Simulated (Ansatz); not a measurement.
Basis-set extrapolation for H$_{2}$OSi (`O[SiH]`) (PBE0-D4/def2-TZVP geometry, frozen core, Ansatz 0.2.0). Multiplicity 1, RHF reference.

```csv
,def2-TZVPP,def2-QZVPP
HF,-364.994287,-365.007102
MP2 correlation,-0.347834,-0.375563
CCSD(T) correlation,-0.381184,-0.406342
```

Energies in hartree. Use E(X) = E(∞) + A·exp(−7.88·√X) for Hartree–Fock and E(X) = E(∞) + B·X^(−2.97) for correlation, with X = 3 and 4.

Task: What is the CCSD(T) energy at the basis-set limit?

Result: HF limit: -365.007102 + (-0.012815) × 0.13774 = -365.00887. Correlation limit: -0.406342 + (-0.025158) × 0.74074 = -0.42498. Total: -365.43385 hartree, 1.59 eV below CCSD(T)/def2-TZVPP.
